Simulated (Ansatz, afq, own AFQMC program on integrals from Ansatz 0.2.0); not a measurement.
Two steps: Ansatz 0.2.0 writes the Fock matrix and Cholesky factors of the valence space, and afq projects on them the lowest state that overlaps trial and start.

```yaml
crystal:
  periodic: [false, false, false]
  atoms:
    - {symbol: C, position_ang: [0.000000, 0.000000, 0.000000]}
    - {symbol: Na, position_ang: [0.000000, 0.000000, 2.228800]}
basis:
  gaussian: {orbitals: cc-pVDZ}
magnetization: {spin_polarized: true, initial_magnetization: 3}
correlation: {method: ccsd_t, electrons: outside_noble_gas, hamiltonian_folder: ham}
```

```sh
$ ansatz run in.yaml --threads 1 --pin off --events-out ev --progress --plain --max-ram 16896MiB --backend cuda --devices 0, --max-vram 18GiB
```

afq runs on the folder ham with

```
--method free --trial mp1 --walkers 100 --time-step 0.01 --max-blocks 30 --target-error 0.00054 --factor-cut 1e-05 --seed 7171 --times 0.0,0.5,1.0,2.0,3.0,4.0 --taylor-order 4
```

Times are imaginary, in 1/Eh. The walk had a cap of 60 s.

Output of the walk:

```
orbitals 26  electrons 4 1  factors 175 of 300
reference energy -199.58428833 Eh
CCSD correlation -0.08918650 Eh in 12 cycles, weight of the determinant in the CISD state 0.9446
repeat  energy at the last time / Eh  error
    10  -199.675880  0.000422
    20  -199.675804  0.000369
    30  -199.675698  0.000306
time / (1/Eh)  energy / Eh  error  mean overlap
  0.00  -199.673857  0.000188  1.0418
  0.50  -199.674943  0.000200  1.0426
  1.00  -199.675322  0.000205  1.0417
  2.00  -199.675681  0.000266  1.0458
  3.00  -199.675727  0.000353  1.0551
  4.00  -199.675698  0.000306  1.0711
energy -199.675698 +/- 0.000306 Eh
```

The run passed its tests (error under three times the target), which doesn't prove that it has relaxed.

Against this walk (error 8.3 meV) on the same determinant: CCSD(T) 12.0 meV higher (within the noise), CCSDT(Q) 4.7 meV lower (within the noise), CCSDTQ 5.0 meV lower (within the noise), full CI 5.1 meV lower (within the noise). The error is statistical, and a free projection of finite length keeps a remainder of its start.

Cautions: remainder of the start not in the error; lower spins were not checked.

The walk took 13 s on 1 × NVIDIA H100 80GB HBM3 with 2 threads of AMD EPYC 7R13 Processor (Zen 3) (shared host) (the card was shared). The log's last line is the free-projection energy.

CCSDT and higher add their correlation energy to the determinant of the CCSD(T) run, since their own runs factorise the integrals more tightly (a shift of under 2 meV). A walk keeps the symmetry of its determinant, which the program's search chose and which needn't be the lowest solution, so a lower state of the same spin and another symmetry isn't excluded.
